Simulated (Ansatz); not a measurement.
**B₂H₂ (singlet): the correlation ladder at distance B1–H3 = 1.199 Å, 6-31G**

One table from this session's results is given with a row withheld; the runs are named, their logs left out.

Computed with Ansatz 0.2.0, Gaussian basis. Level: 6-31G, core rule «outside noble gas», up to 2 orbitals frozen.

Plan: UHF; CCSD(T) on RHF; CCSD(T) on UHF; BCCD(T) on RHF; CISD; CCSDT(Q) on RHF; CCSDT(Q) on UHF; CCSDTQ on RHF; CASSCF and MRCISD+Q, 2 electrons in 2 orbitals; CASSCF and NEVPT2, 2 electrons in 2 orbitals; CASSCF and MRCISD+Q, 8 electrons in 10 orbitals; CASSCF and NEVPT2, 8 electrons in 10 orbitals; Full CI.

18 further runs of the same task are left out: 17 that didn't finish, 1 set aside as unsound or not needed.

## What is computed

The geometry derives from a PBE0/def2-TZVP stationary point (not a proven minimum). One bond is set to the value named and the two fragments are kept rigid.

4 atoms, charge 0, spin multiplicity 1.

Atoms are counted from 1 here; the program's logs count them from 0.

Bond lengths: B1–B2 1.762 Å, B1–H3 1.199 Å, B1–H4 1.199 Å. Angles: B2–B1–H3 121.3°, B2–B1–H4 121.3°, H3–B1–H4 117.3°.

The first run:

File in.yaml:

```yaml
crystal:
  periodic: [false, false, false]
  atoms:
    - {symbol: B, position_ang: [0.000000, 0.000000, 0.752901]}
    - {symbol: B, position_ang: [0.000000, 0.000000, -1.009563]}
    - {symbol: H, position_ang: [0.000000, 1.023985, 1.376457]}
    - {symbol: H, position_ang: [0.000000, -1.023985, 1.376457]}
basis:
  gaussian: {orbitals: 6-31G}
magnetization: {spin_polarized: true, initial_magnetization: 0}
hamiltonian: {xc: hf}
output: {orbitals: {seedname: orbitals}}
```

Started as:

```bash
ansatz run in.yaml --threads 1 --pin off --events-out ev --progress --plain --max-ram 2393MiB
```

Among the steps run: UHF; CCSD(T) on RHF; CCSD(T) on UHF; BCCD(T) on RHF; CISD; CCSDT(Q) on RHF; CCSDT(Q) on UHF; CCSDTQ on RHF; CASSCF and MRCISD+Q, 2 electrons in 2 orbitals; CASSCF and NEVPT2, 2 electrons in 2 orbitals; CASSCF and MRCISD+Q, 8 electrons in 10 orbitals; CASSCF and NEVPT2, 8 electrons in 10 orbitals; Full CI.

One table of the session follows, with a row left open; its other results are not shown here.

```
          method  from FCI (kJ/mol)
             RHF             +317.3
            RMP2             +100.5
            CISD              +28.3
           RCCSD               +8.4
        RCCSD(T)               +2.6
         BCCD(T)               +2.5
          RCCSDT               +0.6
       RCCSDT(Q)               +0.2
         RCCSDTQ                0.0
     CASSCF pair             +269.6
     NEVPT2 pair              +85.4
     MRCISD pair              +19.8
   MRCISD+Q pair               +1.1
  CASSCF valence              +86.5
  NEVPT2 valence              +24.3
  MRCISD valence                  ?
MRCISD+Q valence               +0.4
             FCI                  0
```

Q: Estimate the row for MRCISD valence from the others.

As computed: from FCI (kJ/mol): +2.0. In the column «from FCI (kJ/mol)» it lies between MRCISD+Q pair (+1.1) and BCCD(T) (+2.5).

Left out of the table: UHF, UMP2, UCCSD, UCCSD(T), UCCSDT, UCCSDT(Q) (another determinant or state than the rows shown).
